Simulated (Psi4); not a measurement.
Process, species as SMILES: S (H2S) + H+ → [SH3+]
B3LYP-D3(BJ)/def2-TZVP geometries, fixed; electronic energies without zero-point terms; positive where energy is released.

Basis-set convergence of the proton affinity at HF with Psi4. Cartesian d functions, on some or all atoms, in 6-31G*; all else is spherical. Density fitting with the program's default auxiliary sets. Psi4's default fitting sets serve the pcseg sets less well. No added dispersion term, no relativity. Functions are those of the species that has most. Reference: the value in aug-cc-pV(Q+d)Z, 176.68 kcal/mol, itself unsure by roughly 0.08 kcal/mol (its mean distance from cc-pV(5+d)Z, def2-QZVPPD, def2-QZVPP). Deviations are taken from unrounded values.

```tsv
basis	functions	proton affinity (kcal/mol)	minus reference (kcal/mol)
6-31G*	25	171.48	-5.20
def2-SVP	33	175.74	-0.94
def2-TZVP	55	176.60	-0.08
def2-TZVPD	73	176.42	-0.26
cc-pV(T+d)Z	81	176.73	0.05
cc-pV(Q+d)Z	154	176.75	0.07
aug-cc-pV(Q+d)Z	227	176.68	0.00
cc-pV(5+d)Z	265	176.80	0.12
pcseg-4	288	176.86	0.18
```

The smallest set listed that lies within 2 kcal/mol of the reference with all its larger relatives (same family, alike in diffuse functions; a set with none counts only in the reference's own line) is def2-SVP (33 functions, -0.94 kcal/mol off). Inside, with no larger relative to test it: pcseg-4. (Relatives not listed, tested too: def2-TZVPP 0.12, def2-TZVPPD -0.08, def2-QZVP 0.10, def2-QZVPP 0.10, def2-QZVPPD 0.03 kcal/mol.)
